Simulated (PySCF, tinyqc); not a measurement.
Inside a calculation. Method: FCI on RHF in the sto-3g basis, frozen core, for LiH, spin multiplicity 1. The lowest restricted solution is unstable here: a spin-polarised one lies 0.0663 hartree lower (PySCF). Computed by tinyqc, a small Python program that keeps every step (integrals from PySCF). Settings: charge = 0, multiplicity = 1, basis = sto-3g, method = RHF, frozen orbitals = 1, energy threshold = 1e-10, iteration cap = 84, orthogonalisation = symmetric, start = Wolfsberg-Helmholz matrix, DIIS depth = 6, ci = FCI, davidson = 1. Command: `OMP_NUM_THREADS=1 python tinyqc.py 23307 23308 out.jsonl` (the two numbers bound the seeds that draw the settings). One thread of a shared host (Intel(R) Xeon(R) Processor @ 2.60GHz), about 0.1 s of CPU time with the checks. The early iterations of the SCF are left out here.

## One-electron integrals

Geometry (angstrom):
```
atom         x         y         z
Li    0.000000  0.000000  0.000000
H     0.000000  0.000000  2.891000
```

Basis sto-3g: exponents (1/bohr^2) and contraction coefficients of normalised primitives:
```
element  l (shell)   exponent  coefficient
Li           s (1)  16.119575     0.154329
Li           s (1)   2.936201     0.535328
Li           s (1)   0.794651     0.444635
Li           s (2)   0.636290    -0.099967
Li           s (2)   0.147860     0.399513
Li           s (2)   0.048089     0.700115
Li           p (3)   0.636290     0.155916
Li           p (3)   0.147860     0.607684
Li           p (3)   0.048089     0.391957
H            s (1)   3.425251     0.154329
H            s (1)   0.623914     0.535328
H            s (1)   0.168855     0.444635
```

Overlap, kinetic and nuclear-attraction integrals over the contracted functions; the nuclear repulsion is the sum of Za Zb / Rab.

nuclear repulsion = 0.54912889 hartree

overlap S, lower triangle:
```
           1Li 1s    1Li 2s   1Li 2px   1Li 2py   1Li 2pz     2H 1s
1Li 1s   1.000000
1Li 2s   0.241137  1.000000
1Li 2px  0.000000  0.000000  1.000000
1Li 2py  0.000000  0.000000  0.000000  1.000000
1Li 2pz  0.000000  0.000000  0.000000  0.000000  1.000000
2H 1s    0.002722  0.137350  0.000000  0.000000  0.212314  1.000000
```

kinetic energy T (hartree), lower triangle:
```
            1Li 1s     1Li 2s   1Li 2px   1Li 2py   1Li 2pz     2H 1s
1Li 1s    3.576786
1Li 2s   -0.020237   0.102163
1Li 2px   0.000000   0.000000  0.319682
1Li 2py   0.000000   0.000000  0.000000  0.319682
1Li 2pz   0.000000   0.000000  0.000000  0.000000  0.319682
2H 1s    -0.002258  -0.001315  0.000000  0.000000  0.007770  0.760032
```

nuclear attraction V (hartree), lower triangle:
```
            1Li 1s     1Li 2s    1Li 2px    1Li 2py    1Li 2pz      2H 1s
1Li 1s   -8.165924
1Li 2s   -1.008482  -1.388427
1Li 2px   0.000000   0.000000  -1.366043
1Li 2py   0.000000   0.000000   0.000000  -1.366043
1Li 2pz  -0.004933  -0.057565   0.000000   0.000000  -1.403757
2H 1s    -0.009800  -0.181462   0.000000   0.000000  -0.282323  -1.775742
```

core Hamiltonian H = T + V (hartree), lower triangle:
```
            1Li 1s     1Li 2s    1Li 2px    1Li 2py    1Li 2pz      2H 1s
1Li 1s   -4.589138
1Li 2s   -1.028719  -1.286263
1Li 2px   0.000000   0.000000  -1.046362
1Li 2py   0.000000   0.000000   0.000000  -1.046362
1Li 2pz  -0.004933  -0.057565   0.000000   0.000000  -1.084075
2H 1s    -0.012058  -0.182778   0.000000   0.000000  -0.274553  -1.015710
```

## Two-electron integrals

Functions are numbered as in S; the eight-fold symmetry (ij|kl) = (ji|kl) = (kl|ij) leaves the list below.

Two-electron integrals (ij|kl) in chemists' order, unique and non-zero (hartree):
```
(11|11) 1.680395   (21|11) 0.265420   (21|21) 0.049941   (22|11) 0.397727
(22|21) 0.092860   (22|22) 0.290562   (31|31) 0.008981   (32|31) 0.013788
(32|32) 0.064184   (33|11) 0.396640   (33|21) 0.092880   (33|22) 0.290497
(33|33) 0.312946   (41|41) 0.008981   (42|41) 0.013788   (42|42) 0.064184
(43|43) 0.016869   (44|11) 0.396640   (44|21) 0.092880   (44|22) 0.290497
(44|33) 0.279207   (44|44) 0.312946   (51|51) 0.008981   (52|51) 0.013788
(52|52) 0.064184   (53|53) 0.016869   (54|54) 0.016869   (55|11) 0.396640
(55|21) 0.092880   (55|22) 0.290497   (55|33) 0.279207   (55|44) 0.279207
(55|55) 0.312946   (61|11) 0.002620   (61|21) 0.000512   (61|22) 0.001027
(61|33) 0.001008   (61|44) 0.001008   (61|51) 0.000085   (61|52) 0.000176
(61|55) 0.001066   (61|61) 0.000006   (62|11) 0.031977   (62|21) 0.007680
(62|22) 0.029479   (62|33) 0.027707   (62|44) 0.027707   (62|51) 0.001037
(62|52) 0.009259   (62|55) 0.032987   (62|61) 0.000104   (62|62) 0.008186
(63|31) 0.000256   (63|32) 0.001794   (63|53) 0.000957   (63|63) 0.000273
(64|41) 0.000256   (64|42) 0.001794   (64|54) 0.000957   (64|64) 0.000273
(65|11) 0.048155   (65|21) 0.011586   (65|22) 0.044929   (65|33) 0.042038
(65|44) 0.042038   (65|51) 0.001605   (65|52) 0.014496   (65|55) 0.050655
(65|61) 0.000159   (65|62) 0.012967   (65|65) 0.020571   (66|11) 0.183042
(66|21) 0.044137   (66|22) 0.180651   (66|33) 0.168729   (66|44) 0.168729
(66|51) 0.004932   (66|52) 0.056152   (66|55) 0.204151   (66|61) 0.000586
(66|62) 0.070038   (66|65) 0.112260   (66|66) 0.774606
```

## Orthogonalisation

S = U s U^T; symmetric (Loewdin) form X = U s^(-1/2) U^T, so that X^T S X = 1.

eigenvalues of S: 0.694284  0.831912  1.000000  1.000000  1.165377  1.308428

X, lower triangle:
```
            1Li 1s     1Li 2s   1Li 2px   1Li 2py    1Li 2pz     2H 1s
1Li 1s    1.023064
1Li 2s   -0.126641   1.030821
1Li 2px   0.000000   0.000000  1.000000
1Li 2py   0.000000   0.000000  0.000000  1.000000
1Li 2pz  -0.002190   0.011948  0.000000  0.000000   1.017747
2H 1s     0.012151  -0.074090  0.000000  0.000000  -0.110681  1.025448
```

## Iteration 9 (converged): orbitals

converged F (hartree), lower triangle:
```
            1Li 1s     1Li 2s   1Li 2px   1Li 2py    1Li 2pz      2H 1s
1Li 1s   -2.380584
1Li 2s   -0.645491  -0.203399
1Li 2px   0.000000   0.000000  0.152076
1Li 2py   0.000000   0.000000  0.000000  0.152076
1Li 2pz   0.011588  -0.030598  0.000000  0.000000   0.104823
2H 1s    -0.006940  -0.135356  0.000000  0.000000  -0.132154  -0.049176
```

Diagonalise F' = X^T F X, C = X C', fill 2 alpha and 2 beta electrons from the bottom; D = 2 C_occ C_occ^T. Each column has its largest component positive (the first on a tie).

F' = X^T F X (hartree), lower triangle:
```
           1          2         3         4          5          6
1  -2.327487
2  -0.358266  -0.066045
3   0.000000   0.000000  0.152076
4   0.000000   0.000000  0.000000  0.152076
5   0.010619  -0.007855  0.000000  0.000000   0.137299
6   0.026978  -0.133281  0.000000  0.000000  -0.145972  -0.000872
```

orbital energies (hartree): MO1 -2.382942, MO2 -0.182174, MO3 0.059049, MO4 0.152076, MO5 0.152076, MO6 0.248961

coefficients C:
```
               MO1        MO2        MO3       MO4        MO5        MO6
1Li 1s    0.991707  -0.155501  -0.218028  0.000000   0.000000  -0.087472
1Li 2s    0.032355   0.566631   0.800892  0.000000   0.000000   0.347443
1Li 2px   0.000000   0.000000   0.000000  0.880744  -0.473592   0.000000
1Li 2py   0.000000   0.000000   0.000000  0.473592   0.880744   0.000000
1Li 2pz  -0.003946   0.281865  -0.520507  0.000000   0.000000   0.835354
2H 1s    -0.001836   0.660644  -0.351492  0.000000   0.000000  -0.713744
```

D after iteration 9, lower triangle:
```
            1Li 1s    1Li 2s   1Li 2px   1Li 2py   1Li 2pz     2H 1s
1Li 1s    2.015326
1Li 2s   -0.112049  0.644236
1Li 2px   0.000000  0.000000  0.000000
1Li 2py   0.000000  0.000000  0.000000  0.000000
1Li 2pz  -0.095486  0.319171  0.000000  0.000000  0.158926
2H 1s    -0.209104  0.748565  0.000000  0.000000  0.372439  0.872909
```

Within a degenerate level the vectors are fixed only up to a rotation; this is one choice.

## Convergence

Stop when the energy changes by less than 1e-10 hartree and every element of the error matrix X^T (F D S - S D F) X is below 3e-06.

Course of the cycle:
```
iteration  E (hartree)     change  largest element of the error matrix
1          -7.68310466          -                             1.32e-01
2          -7.70945029  -2.63e-02                             4.44e-02
3          -7.71709918  -7.65e-03                             2.20e-02
4          -7.72270861  -5.61e-03                             1.74e-02
5          -7.72316492  -4.56e-04                             3.22e-03
6          -7.72325518  -9.03e-05                             1.74e-03
7          -7.72326332  -8.14e-06                             2.55e-04
8          -7.72326353  -2.08e-07                             3.76e-07
9          -7.72326353  -4.05e-13                             1.20e-08
```

PySCF RHF in the same basis = -7.72326353 hartree

Converged in 9 iterations.

## Integrals over molecular orbitals

(pq|rs) = sum C_ip C_jq C_kr C_ls (ij|kl), one index at a time.

one-electron integrals over orbitals h = C^T H C (hartree), lower triangle:
```
           1          2          3          4          5          6
1  -4.580606
2   0.101117  -1.126671
3   0.155842  -0.022925  -1.055654
4   0.000000   0.000000   0.000000  -1.046362
5   0.000000   0.000000   0.000000   0.000000  -1.046362
6   0.041283  -0.082479  -0.003156   0.000000   0.000000  -1.017932
```

Two-electron integrals over orbitals (pq|rs), unique and non-zero (hartree); the lowest 1 orbital is frozen and left out:
```
(22|22) 0.406704    (32|22) -0.084730   (32|32) 0.053067    (33|22) 0.222547
(33|32) 0.016893    (33|33) 0.301201    (42|42) 0.021501    (43|42) 0.023618
(43|43) 0.040765    (44|22) 0.218510    (44|32) 0.032523    (44|33) 0.269179
(44|44) 0.312946    (52|52) 0.021501    (53|52) 0.023618    (53|53) 0.040765
(54|54) 0.016869    (55|22) 0.218510    (55|32) 0.032523    (55|33) 0.269179
(55|44) 0.279207    (55|55) 0.312946    (62|22) -0.094047   (62|32) 0.069562
(62|33) 0.001704    (62|44) 0.049094    (62|55) 0.049094    (62|62) 0.125558
(63|22) 0.078356    (63|32) -0.044225   (63|33) -0.033746   (63|44) -0.019974
(63|55) -0.019974   (63|62) -0.051602   (63|63) 0.053722    (64|42) 0.015208
(64|43) 0.007632    (64|64) 0.016891    (65|52) 0.015208    (65|53) 0.007632
(65|65) 0.016891    (66|22) 0.359445    (66|32) -0.049471   (66|33) 0.249128
(66|44) 0.249504    (66|55) 0.249504    (66|62) -0.044697   (66|63) 0.044077
(66|66) 0.348170
```

## FCI: determinants and Hamiltonian

one-electron integrals dressed by the frozen orbital, h + 2 (pq|11) - (p1|1q) (hartree), lower triangle:
```
           2          3          4          5          6
2  -0.588878
3   0.084730  -0.332979
4   0.000000   0.000000  -0.263443
5   0.000000   0.000000   0.000000  -0.263443
6   0.094047  -0.087151   0.000000   0.000000  -0.344373
```

energy of the frozen orbital, 2 h_11 + (11|11) = -7.50134064 hartree

Hartree-Fock energy = -7.72326353 hartree

Slater-Condon rules over spin orbitals, with the nuclear repulsion and the energy of the frozen orbital added and E(HF) subtracted on the diagonal. Only determinants linked to the reference directly or through others are kept (one block of an abelian symmetry group), so some states are absent.

Occupation strings over the orbitals (2 doubly, a alpha, b beta, 0 empty; spin orbitals ordered 1a 1b 2a 2b ...): 220000 2ab000 2a000b 2ba000 2b000a 202000 20a00b 200200 200020 20b00a 200002

H - E(HF) between determinants (hartree), lower triangle:
```
           220000     2ab000     2a000b     2ba000     2b000a     202000     20a00b     200200
220000   0.000000
2ab000   0.000000   0.071743
2a000b   0.000000  -0.008794   0.197246
2ba000   0.000000  -0.053067  -0.069562   0.071743
2b000a   0.000000  -0.069562  -0.125558  -0.008794   0.197246
202000   0.053067   0.101623  -0.044225  -0.101623   0.044225   0.406296
20a00b   0.069562  -0.044225   0.035259  -0.095751   0.051602  -0.120897   0.342829
200200   0.021501   0.023618   0.015208  -0.023618  -0.015208   0.040765   0.007632   0.557111
200020   0.021501   0.023618   0.015208  -0.023618  -0.015208   0.040765   0.007632   0.016869
20b00a  -0.069562  -0.095751   0.051602  -0.044225   0.035259   0.120897  -0.053722  -0.007632
200002   0.125558  -0.051602   0.049350   0.051602  -0.049350   0.053722  -0.043074   0.016891

           200020    20b00a    200002
200020   0.557111
20b00a  -0.007632  0.342829
200002   0.016891  0.043074  0.430477
```

## FCI: roots

Diagonalise (each vector has its largest component positive (the first on a tie)); all determinants have Ms = 0, so triplets appear too. The lowest singlet root is the correlation energy.

lowest roots of this matrix, relative to E(HF) (hartree): -0.079242  -0.055740  -0.004615  0.047583  0.308683  0.338021  0.387628  0.480943

lowest vectors:
```
           root 1    root 2     root 3     root 4
220000   0.867561  0.000000  -0.303453   0.000000
2ab000   0.148719  0.630298   0.541668  -0.156579
2a000b  -0.035563  0.257365  -0.198883   0.614974
2ba000  -0.148719  0.630298  -0.541668  -0.156579
2b000a   0.035563  0.257365   0.198883   0.614974
202000  -0.252903  0.000000  -0.370981   0.000000
20a00b  -0.225006  0.191018  -0.106062  -0.311915
200200  -0.011771  0.000000  -0.001908   0.000000
200020  -0.011771  0.000000  -0.001908   0.000000
20b00a   0.225006  0.191018   0.106062  -0.311915
200002  -0.187299  0.000000   0.286125   0.000000
```

<S^2> of these roots: 0.000000  2.000000  0.000000  2.000000  0.000000  0.000000  2.000000  0.000000

weight of the ground state by excitation level 0, 1, 2, ...: 0.752662  0.046764  0.200573

The reference has a weight of only 0.75: one determinant is a poor start here. A root of higher spin lies below E(HF).

## The lowest root by the Davidson method

Start from the reference; add the residual divided by (theta - H_ii), orthogonalised, at each step.

Davidson iterations:
```
iteration  subspace  lowest Ritz value (hartree)  residual norm
1                 1                   0.00000000       1.71e-01
2                 2                  -0.07229294       3.43e-02
3                 3                  -0.07584245       2.54e-02
4                 4                  -0.07867506       1.41e-02
5                 5                  -0.07920150       5.01e-03
6                 6                  -0.07924212       3.57e-06
7                 7                  -0.07924212       1.29e-16
```
